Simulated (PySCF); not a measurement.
**A geometry optimisation of C2H4B+ with PBE0-D3(BJ)/pcseg-1**

The starting geometry of this gas-phase singlet was optimised with GFN2-xTB.

| atom | x (Å) | y (Å) | z (Å) |
| --- | --- | --- | --- |
| C | -1.5332 | 1.2085 | -1.4284 |
| C | -1.9007 | 1.1628 | -0.2198 |
| B | -2.0023 | -0.2767 | -0.9668 |
| H | -1.8459 | -0.8843 | -1.9571 |
| H | -2.4102 | -0.9521 | -0.0993 |
| H | -1.1719 | 1.6337 | -2.3383 |
| H | -2.1131 | 1.5143 | 0.7650 |

Question: Predict what becomes of its bonds when it is optimised with PBE0-D3(BJ)/pcseg-1.

Answer: It keeps its bonds.

The energy falls by 0.10 eV over 25 steps:

| step | E − E(last) (eV) |
| --- | --- |
| 1 | 0.101 |
| 4 | 0.002 |
| 6 | 0.000 |
| 9 | 0.000 |
| 12 | 0.000 |
| 14 | 0.000 |
| 17 | 0.000 |
| 20 | 0.000 |
| 22 | 0.000 |
| 25 | 0.000 |

Final geometry (Å):

```xyz
7

C    -1.5312    1.2264   -1.4191
C    -1.8923    1.1833   -0.2284
B    -1.9982   -0.2564   -0.9635
H    -1.8199   -0.8235   -1.9985
H    -2.4127   -0.8939   -0.0435
H    -1.1728    1.5423   -2.3937
H    -2.1410    1.4269    0.7996
```

The end wasn't checked by frequencies. Run with PySCF 2.14.0, 2.2 min on 2 threads of Intel(R) Xeon(R) Processor @ 2.50GHz (Skylake/Cascade Lake) (shared host).
